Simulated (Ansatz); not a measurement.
Worked example: a bond strength in Cl2 (chlorine)

The species is Cl2 (2 atoms), meant as a singlet with charge 0. As SMILES, `ClCl`. Geometry: optimised at PBE0/def2-SVP.

```xyz
2

Cl    0.8640   -0.2877    0.4430
Cl   -0.8640    0.2877   -0.4430
```

Wanted: the dissociation energy of the Cl2–Cl1 bond into doublet Cl and doublet Cl (shapes relaxed at PBE0/def2-SVP, no zero-point term). 1 Eh = 2625.50 kJ/mol = 27.2114 eV. Totals in Eh; open shells run unrestricted unless said.

```
            level  program          Cl2   doublet Cl  doublet Cl 
 SVWN5/def2-TZVPP   Ansatz  -917.431334  -458.649896  -458.649896
   PBE/def2-TZVPP   Ansatz  -920.021195  -459.958430  -459.958430
r2SCAN/def2-TZVPP   Ansatz  -920.327925  -460.116931  -460.116931
```

Question: Work out the dissociation energy at each level.

Answer: 
1. SVWN5/def2-TZVPP: (-458.649896) + (-458.649896) − (-917.431334) = 0.131542 Eh = 345.4 kJ/mol = 3.58 eV.
2. PBE/def2-TZVPP: (-459.958430) + (-459.958430) − (-920.021195) = 0.104335 Eh = 273.9 kJ/mol = 2.84 eV.
3. r2SCAN/def2-TZVPP: (-460.116931) + (-460.116931) − (-920.327925) = 0.094063 Eh = 247.0 kJ/mol = 2.56 eV.

The levels span 247 to 345 kJ/mol; no measured value is set beside them. A bond enthalpy at 298 K also holds the loss of zero-point energy and thermal terms.
